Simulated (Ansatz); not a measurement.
A nudged elastic band was laid between two geometries of AlClFH3 (6 atoms, charge 0, multiplicity 1).

The calculation used Ansatz 0.2.0, RKS B3LYP/def2-SVP.

```json
{
 "movable images": "7",
 "climbing image": "yes",
 "spring": "5.0 eV/Å²",
 "optimiser": "quadratic models (default)",
 "start path": "through a guess of the saddle point",
 "force threshold": "0.03 eV/Å",
 "iteration limit": "60",
 "end points": "relaxed"
}
```

Initial state:

```xyz
6
Properties=species:S:1:pos:R:3
Al 0.009 -0.064 0.077
Cl 0.005 0.260 2.261
H 1.407 0.149 -0.613
H -1.402 0.071 -0.607
F 0.058 -2.001 0.683
H 0.069 -1.712 1.609
```

Final state:

```xyz
6
Properties=species:S:1:pos:R:3
Al 0.017 -0.376 -0.229
Cl 0.017 -0.032 2.458
H 1.407 0.238 -0.645
H -1.409 0.161 -0.633
F 0.063 -1.987 0.332
H 0.050 -1.300 2.127
```

Problem. What changes between the two ends?

Solution. Bonds broken: Al1–Cl2, F5–H6. Bonds formed: Cl2–H6.

Problem. What energy profile does the band end with?

Solution. It converged. The highest image is number 3 of 0 to 8, 4.1 kcal/mol above the first end and 2.8 kcal/mol above the last; the last end lies 1.3 kcal/mol above the first. A vibrational analysis at the climbing image gives one clearly imaginary mode, 533i cm⁻¹: a first-order saddle point. The orbitals stay closed-shell, which can raise the energy where a bond breaks towards radicals; this wasn't checked here.

```
image  path coordinate (Å)  energy (kcal/mol)  Al1–Cl2 (Å)  F5–H6 (Å)  Cl2–H6 (Å)
    0                 0.00                0.0         2.21       0.97        2.08
    1                 0.18                0.7         2.26       1.00        1.87
    2                 0.36                2.6         2.33       1.09        1.67
    3                 0.54                4.1         2.41       1.25        1.50
    4                 0.66                3.5         2.47       1.38        1.42
    5                 0.77                2.5         2.54       1.52        1.37
    6                 0.89                1.8         2.61       1.65        1.34
    7                 1.01                1.4         2.67       1.79        1.32
    8                 1.12                1.3         2.71       1.92        1.31
```

Problem. What is the geometry of the highest image?

Solution. 
```xyz
6
Properties=species:S:1:pos:R:3
Al 0.014 -0.257 -0.051
Cl 0.017 0.005 2.345
H 1.414 0.173 -0.620
H -1.412 0.096 -0.609
F 0.062 -1.951 0.621
H 0.050 -1.363 1.725
```

Problem. What are the harmonic wavenumbers there?

Solution. 533i, 337, 395, 503, 534, 634, 776, 846, 932, 1475, 1983, 2000 cm⁻¹.

Time of the run: 2.8 min on 1 thread of Arm Neoverse N1 (shared host), peak memory 0.12 GiB.
